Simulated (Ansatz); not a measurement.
Ideal-gas functions of `C[N]C` radical at 600 K and 1 bar, from an Ansatz frequency run at PBE0-D4/def2-TZVP.

Molar mass 44.08 g/mol, point group C2v (symmetry number 2), electronic degeneracy 2, moments of inertia 12.476, 51.284, 57.514 u Å². Harmonic wavenumbers (cm⁻¹, unscaled): 84, 135, 432, 924, 948, 1007, 1030, 1207, 1237, 1382, 1404, 1456, 1463, 1483, 1483, 2960, 2970, 3007, 3013, 3121, 3122.

Use S(trans) = R[1.5 ln M + 2.5 ln T − 1.1517]; rotational temperatures θ = 24.2544 K / I; S(rot) = R[ln(√π/σ · √(T³/θAθBθC)) + 1.5]; for each mode x = 1.438777 ν̃/T, S = R[x/(eˣ − 1) − ln(1 − e⁻ˣ)] and H = RT x/(eˣ − 1); 1 cm⁻¹ = 0.0119627 kJ/mol; R = 8.31446 J/(mol·K).

**Question.** By hand: the entropy, in J/(mol·K).

**Answer.** Translation 170.6. Rotation: θ = 1.9441, 0.4729, 0.4217 K, giving 95.2. Vibration, mode by mode: 21.65, 17.73, 8.38, 3.22, 3.07, 2.75, 2.63, 1.88, 1.78, 1.35, 1.29, 1.17, 1.15, 1.11, 1.11, 0.06, 0.05, 0.05, 0.05, 0.04, 0.04, in all 70.6. Electronic 5.8. Sum 342.2 J/(mol·K).

**Question.** By hand: H − E and G − E in kJ/mol, counted from the electronic energy.

**Answer.** Zero-point energy ½ × 33868 × 0.0119627 = 202.6; thermal vibration 21.7; translation, rotation and pV give 4 RT = 20.0. H − E = 244.3 kJ/mol, and G − E = 244.3 − 600 × 342.2/1000 = 39.0 kJ/mol.

Vibration gives 21 % of the entropy, 39.4 J/(mol·K) of it from the modes under 150 cm⁻¹: soft modes count most, and the harmonic formula is weakest for them.
